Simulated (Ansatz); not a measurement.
CH3BS, SMILES `BC=S`, charge 0, multiplicity 1.

(1) Give a relaxed structure at PBE0-D4/def2-TZVP (the Gaussian-basis code of Ansatz). (Estimate.)

Results:

(1) The calculation gave: 
Z-matrix (Å, degrees):
```
B
S 1 2.172
C 1 1.526 2 48.2
H 1 1.196 2 111.9 3 -110.0
H 1 1.196 2 111.9 3 110.0
H 3 1.086 1 145.8 2 180.0
```
Point group Cs.
